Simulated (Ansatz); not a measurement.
Mulliken charges of C3H2F2 (`FC1(F)C=C1`) from PBE/def2-TZVPP in Ansatz (PBE0-D4/def2-TZVP geometry).

```json
{"atom": "F1", "x (Å)": "-0.118", "y (Å)": "-1.814", "z (Å)": "0.277", "charge (e)": "-0.175"}
{"atom": "C2", "x (Å)": "0.290", "y (Å)": "-0.522", "z (Å)": "0.304", "charge (e)": "0.325"}
{"atom": "F3", "x (Å)": "1.389", "y (Å)": "-0.492", "z (Å)": "1.096", "charge (e)": "-0.175"}
{"atom": "C4", "x (Å)": "-0.634", "y (Å)": "0.579", "z (Å)": "0.226", "charge (e)": "-0.156"}
{"atom": "C5", "x (Å)": "0.126", "y (Å)": "0.361", "z (Å)": "-0.821", "charge (e)": "-0.156"}
{"atom": "H6", "x (Å)": "-1.406", "y (Å)": "1.172", "z (Å)": "0.690", "charge (e)": "0.168"}
{"atom": "H7", "x (Å)": "0.415", "y (Å)": "0.649", "z (Å)": "-1.819", "charge (e)": "0.168"}
```

Question: By hand: the dipole of these point charges (1 e Å = 4.8032 D).

Answer: Σ q r = (-0.215, 0.393, -0.238) e Å, of length 0.507 e Å = 2.44 D.

Question: How does the dipole of the full density compare? (Estimate.)

Answer: Computed: (-0.241, 0.439, -0.266) e Å, 2.72 D; the point charges give 0.90 times that, at 0° from its direction.

Point charges leave out the atoms' own dipoles, such as those of lone pairs, and Mulliken's split depends on the basis, so the close match here is no proof of good charges.
